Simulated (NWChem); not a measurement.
# Atomisation of methanol (CH4O)

SMILES: CO
```xyz
6

C      0.6112    -0.2343     0.0000
O     -0.6665     0.3635     0.0000
H      0.8129    -0.8644     0.9017
H      1.3620     0.5821     0.0000
H      0.8129    -0.8644    -0.9017
H     -1.3230    -0.3553     0.0000
```
Charge 0, spin multiplicity 1.

Everything below was run with NWChem. The geometry was optimised at PBE/def2-SVP, a minimum by its harmonic frequencies.

Basis set: def2-TZVP. The atomisation energy is electronic alone: no zero-point, thermal, spin-orbit or counterpoise terms. No value is extrapolated to the basis-set limit. Free atoms are single determinants with multiplicities C 3, O 3, H 2.

No SCF solution was tested for a lower state. Open-shell Hartree-Fock references start from PBE0 orbitals.

Problem. For the atomisation energy, HF gives 365.4 kcal/mol and PBE0 gives 507.1 kcal/mol. What do LDA (SVWN5), LC-wPBE (omega 0.3 per bohr), PBE give?

Solution. LDA (SVWN5): 583.9 kcal/mol; LC-wPBE (omega 0.3 per bohr): 512.3 kcal/mol; PBE: 517.7 kcal/mol.
